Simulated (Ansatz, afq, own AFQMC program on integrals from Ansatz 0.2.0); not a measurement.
Two steps: Ansatz 0.2.0 writes the Fock matrix and Cholesky factors of the valence space, and afq projects on them the lowest state that overlaps trial and start.

```yaml
crystal:
  periodic: [false, false, false]
  atoms:
    - {symbol: Ga, position_ang: [0.000000, 0.000000, 0.000000]}
    - {symbol: Br, position_ang: [0.000000, 0.000000, 2.245200]}
basis:
  gaussian: {orbitals: cc-pVDZ}
total_charge: 1
magnetization: {spin_polarized: true, initial_magnetization: 3}
correlation: {method: ccsd_t, electrons: outside_noble_gas, hamiltonian_folder: ham}
```

```sh
$ ansatz run in.yaml --threads 1 --pin off --events-out ev --progress --plain --max-ram 1843MiB
```

afq runs on the folder ham with

```
--method phaseless --trial cisd --walkers 70 --populations 1 --least-time 40 --time-step 0.005 --steps-per-block 50 --equilibration-blocks 28 --max-blocks 300 --target-error 0.00036 --factor-cut 1e-05 --start spin_pure --seed 6805 --release-times 0.24,0.51,0.99,1.62,2.4 --release-step 0.03 --release-every 4 --taylor-order 6
```

Times are imaginary, in 1/Eh. The walk had a cap of 503 s. Filled inner d shells are frozen with the cores.

Log:

```
orbitals 26  electrons 6 3  factors 190 of 636
reference energy -4495.21274233 Eh
CCSD correlation -0.12463588 Eh in 12 cycles, weight of the determinant in the CISD state 0.9274
energy of the start -4495.337296 Eh
 block  time / (1/Eh)  mean weight  energy / Eh
     1     0.250  1.0005  -4495.336417
     2     0.500  0.9998  -4495.336762
     3     0.750  0.9995  -4495.336705
     4     1.000  0.9984  -4495.338025
     5     1.250  1.0012  -4495.338875
    10     2.500  1.0000  -4495.338747
    25     6.250  1.0001  -4495.346220
    29     7.250  1.0006  -4495.342653
    49    12.250  1.0004  -4495.339470
    69    17.250  1.0009  -4495.341619
    89    22.250  1.0000  -4495.338575
   109    27.250  1.0000  -4495.340368
   129    32.250  1.0006  -4495.339408
   149    37.250  1.0012  -4495.339398
   157    39.250  1.0001  -4495.337314
   169    42.250  1.0008  -4495.339893
   185    46.250  1.0025  -4495.343036
blocks merged  error / Eh  count
     1  0.000129  160
     2  0.000162  80
     4  0.000190  40
     8  0.000217  20
    16  0.000213  10
released: time / (1/Eh)  energy / Eh  error  mean overlap
  0.24  -4495.340976  0.000243  0.9953
  0.51  -4495.341129  0.000270  0.9957
  0.99  -4495.341023  0.000217  1.0133
  1.62  -4495.341173  0.000338  1.0132
  2.40  -4495.341169  0.000296  1.0054
energy -4495.340344 +/- 0.000217 Eh
(rows thinned)
```

The run passed its tests (sampling time, drift between the halves within three errors, error under three times the target), which doesn't prove that it has relaxed.

Against this walk (error 5.9 meV) on the same determinant: CCSD(T) 13.0 meV higher, CCSDT(Q) 95.9 meV lower. The error is statistical and leaves out the bias of the constraint. None of these is a sure reference here. Released to 2.40 1/Eh the energy lies 22 ± 10 meV (both errors) below the phaseless value, which shows part or all of the bias of the constraint, and CCSDT(Q) lies 73.4 meV below the released value.

Cautions: constraint bias not in the error; no relativity below Rb; no spin-orbit coupling; inner d shell frozen; another spin lies lower; the CCSDT(Q) amplitudes may be one of several solutions (largest double 0.61); released walk and highest rung disagree (by 73 meV at 2.40 1/Eh).

The walk took 3.7 min on 1 thread of Arm Neoverse N1, on a shared host. The log's last line is the phaseless energy.

CCSDT and higher add their correlation energy to the determinant of the CCSD(T) run, since their own runs factorise the integrals more tightly (a shift of under 2 meV).
